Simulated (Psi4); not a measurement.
**OMP3/pcseg-1 run of SiF2 (SMILES F[Si]F)**

What is the energy difference between two shapes of SiF2 at OMP3/pcseg-1? 

Program for the calculation: Psi4 1.11.

2 further runs of the same task are left out: 2 that didn't finish.

## 1. The molecule

The species is SiF2 (3 atoms), meant as a singlet with charge 0. SMILES: `F[Si]F`. The coordinates come from a PBE0-D4/def2-TZVP relaxation.

Bond lengths: F1–Si2 1.602 Å, Si2–F3 1.602 Å. Angles: F1–Si2–F3 100.6°.

## 2. Energy and one-electron properties at OMP3/pcseg-1

f2si.xyz reads:

```xyz
3
F2Si
F      0.166300     1.246800     0.229400
Si    -0.594900    -0.046400    -0.330100
F      0.428600    -1.200400     0.100700
```

calc.py reads:

```python
import psi4

psi4.set_memory('1600 MB')
psi4.set_num_threads(1)
psi4.core.set_output_file('run.log', False)

with open('f2si.xyz') as f:
    atoms = ''.join(f.readlines()[2:])
mol = psi4.geometry('0 1\n' + atoms + 'no_reorient\nno_com')

psi4.set_options(dict(basis='pcseg-1', scf_type='direct', mp_type='conv'))

result, w = psi4.energy("omp3", return_wfn=True)
psi4.oeprop(w, "DIPOLE", "MULLIKEN_CHARGES", "QUADRUPOLE")
print(f'total energy {result:.8f} hartree = {result * 27.211386:.5f} eV')
```

The run is started by

```
python calc.py
```

run.log:

```text
[...]
  Running in c1 symmetry.
[...]
  Nuclear repulsion =  100.658413605206448
[...]
  Multiplicity = 1
[...]
  Nalpha       = 16
  Nbeta        = 16
[...]
    Number of basis functions: 46
[...]
   @DF-RHF iter   1:  -487.75180915797603   -8.55891e-01   8.88744e-03 ADIIS/DIIS
[...]
   @RHF iter  16:  -487.81098661320851   -5.11591e-13   2.69154e-09 DIIS
[...]
    Orbital Energies [Eh]
    ---------------------
    Doubly Occupied:
       1A    -68.866129     2A    -26.285101     3A    -26.285097
       4A     -6.221240     5A     -4.333368     6A     -4.331375
       7A     -4.330776     8A     -1.628704     9A     -1.605941
      10A     -0.801442    11A     -0.729844    12A     -0.707628
      13A     -0.694499    14A     -0.664563    15A     -0.650521
      16A     -0.409619
[...]
  @RHF Final Energy:  -487.81098661320851
   => Energetics <=
    Nuclear Repulsion Energy =            100.6584136052064480
    One-Electron Energy =                -879.8471075015838778
    Two-Electron Energy =                 291.3777072831689452
    Total Energy =                       -487.8109866132085131
[...]
	SCS-MP2 Total Energy (a.u.)        :  -488.25215821066888
	SOS-MP2 Total Energy (a.u.)        :  -488.24327018360555
[...]
	MP3 Total Energy (a.u.)            :  -488.26881308595921
[...]
	SCS-OMP3 Total Energy (a.u.)       :  -488.25497560209931
	SOS-OMP3 Total Energy (a.u.)       :  -488.24568582191284
[...]
	OMP3 Total Energy (a.u.)           :  -488.26881308595921
[...]
 Multipole Moments:
 ------------------------------------------------------------------------------------
     Multipole            Electronic (a.u.)      Nuclear  (a.u.)        Total (a.u.)
 ------------------------------------------------------------------------------------
 L = 1.  Multiply by 2.5417464519 to convert [e a0] to [Debye]
 Dipole X            :          5.1199613           -5.6209904           -0.5010291
 Dipole Y            :          0.3993506           -0.4384165           -0.0390658
 Dipole Z            :          2.8409817           -3.1189930           -0.2780112
 Magnitude           :                                                    0.5743227
 L = 2.  Multiply by 1.3450342976 to convert [e a0^2] to [Debye ang]
 Quadrupole XX       :        -41.4365725           24.4863165          -16.9502560
 Quadrupole XY       :          8.8178872           -8.4916006            0.3262865
[...]
  Mulliken Charges: (a.u.)
   Center  Symbol    Alpha    Beta     Spin     Total
       1     F     4.72898  4.72898  0.00000 -0.45796
       2    SI     6.54204  6.54204  0.00000  0.91592
       3     F     4.72898  4.72898  0.00000 -0.45796
   Total alpha = 16.00000, Total beta = 16.00000, Total charge = -0.00000
```

Standard output:

```text
total energy -488.26881309 hartree = -13286.47114 eV
```

Wall time 12 s (1 thread of Intel Xeon Platinum 8259CL at 2.50GHz (Skylake/Cascade Lake), shared host); peak memory 0.22 GiB.

Atomic charges (e):

```tsv
atom	Mulliken
F1	-0.458
Si2	+0.916
F3	-0.458
```

## 3. The distorted shape, same level

f2si.xyz reads:

```xyz
3
F2Si
F      0.168617     1.257656     0.232350
Si    -0.566972    -0.021664    -0.279256
F      0.421348    -1.216040     0.080675
```

run.py reads:

```python
import psi4

psi4.set_memory(1600000000)
psi4.set_num_threads(1)
psi4.set_output_file('output.dat', False)

with open('f2si.xyz') as f:
    atoms = ''.join(f.readlines()[2:])
mol = psi4.geometry('0 1\n' + atoms + 'no_reorient\nno_com')

psi4.set_options({
    'scf_type': 'direct',
    'mp_type': 'conv',
})

e, wfn = psi4.energy("omp3/pcseg-1", return_wfn=True)
psi4.oeprop(wfn, "DIPOLE", "MULLIKEN_CHARGES", "QUADRUPOLE")
print(f'omp3/pcseg-1 energy: {e:.10f} Eh')
```

The run is started by

```
python run.py
```

output.dat:

```text
[...]
  Running in c1 symmetry.
[...]
  Nuclear repulsion =  101.790906645086153
[...]
  Multiplicity = 1
[...]
  Nalpha       = 16
  Nbeta        = 16
[...]
    Number of basis functions: 46
[...]
   @DF-RHF iter   1:  -487.75132357707628   -7.98887e-01   8.74012e-03 DIIS/ADIIS
[...]
   @RHF iter  16:  -487.80789683183042   -7.38964e-13   2.75372e-09 DIIS
[...]
    Orbital Energies [Eh]
    ---------------------
    Doubly Occupied:
       1A    -68.860458     2A    -26.296188     3A    -26.287579
       4A     -6.217180     5A     -4.329887     6A     -4.327051
       7A     -4.326720     8A     -1.642878     9A     -1.616367
      10A     -0.810419    11A     -0.742234    12A     -0.716807
      13A     -0.705222    14A     -0.673539    15A     -0.661558
      16A     -0.400365
[...]
  @RHF Final Energy:  -487.80789683183042
   => Energetics <=
    Nuclear Repulsion Energy =            101.7909066450861530
    One-Electron Energy =                -881.9687030449069880
    Two-Electron Energy =                 292.3698995679904442
    Total Energy =                       -487.8078968318304192
[...]
	SCS-MP2 Total Energy (a.u.)        :  -488.24791245203915
	SOS-MP2 Total Energy (a.u.)        :  -488.23899745025869
[...]
	MP3 Total Energy (a.u.)            :  -488.26492264683731
[...]
	SCS-OMP3 Total Energy (a.u.)       :  -488.25071428954482
	SOS-OMP3 Total Energy (a.u.)       :  -488.24140616095582
[...]
	OMP3 Total Energy (a.u.)           :  -488.26492264683731
[...]
 Multipole Moments:
 ------------------------------------------------------------------------------------
     Multipole            Electronic (a.u.)      Nuclear  (a.u.)        Total (a.u.)
 ------------------------------------------------------------------------------------
 L = 1.  Multiply by 2.5417464519 to convert [e a0] to [Debye]
 Dipole X            :          4.5870046           -4.9660547           -0.3790501
 Dipole Y            :         -0.1037642            0.1346392            0.0308750
 Dipole Z            :          1.8781970           -2.0642593           -0.1860623
 Magnitude           :                                                    0.4233810
 L = 2.  Multiply by 1.3450342976 to convert [e a0^2] to [Debye ang]
 Quadrupole XX       :        -39.8664456           22.6908814          -17.1755642
 Quadrupole XY       :          9.3621431           -9.0378802            0.3242628
[...]
  Mulliken Charges: (a.u.)
   Center  Symbol    Alpha    Beta     Spin     Total
       1     F     4.71848  4.71848  0.00000 -0.43696
       2    SI     6.55497  6.55497  0.00000  0.89005
       3     F     4.72655  4.72655  0.00000 -0.45310
   Total alpha = 16.00000, Total beta = 16.00000, Total charge = -0.00000
```

On the terminal:

```text
omp3/pcseg-1 energy: -488.2649226468 Eh
```

It took 11 s on 1 thread of Intel Xeon Platinum 8259CL at 2.50GHz (Skylake/Cascade Lake), shared host; peak memory 0.22 GiB.

Atomic charges (e):

```tsv
atom	Mulliken
F1	-0.437
Si2	+0.890
F3	-0.453
```

## 4. What came out

Level: OMP3/pcseg-1.

```
                                              quantity          value
                             first shape: total energy  -488.26881 Eh
      first shape: HOMO energy (Hartree–Fock orbitals)      -11.15 eV
      first shape: LUMO energy (Hartree–Fock orbitals)        0.84 eV
    first shape: HOMO–LUMO gap (Hartree–Fock orbitals)       11.99 eV
                       first shape: correlation energy     -457.8 mEh
                         distorted shape: total energy  -488.26492 Eh
  distorted shape: HOMO energy (Hartree–Fock orbitals)      -10.89 eV
  distorted shape: LUMO energy (Hartree–Fock orbitals)        0.97 eV
distorted shape: HOMO–LUMO gap (Hartree–Fock orbitals)       11.86 eV
                   distorted shape: correlation energy     -457.0 mEh
                energy change with the atoms displaced       0.106 eV
```

What this shows: With the atoms displaced the energy rises by 0.11 eV (2.4 kcal/mol). The first shape isn't relaxed at this level, so the change isn't measured from a minimum.
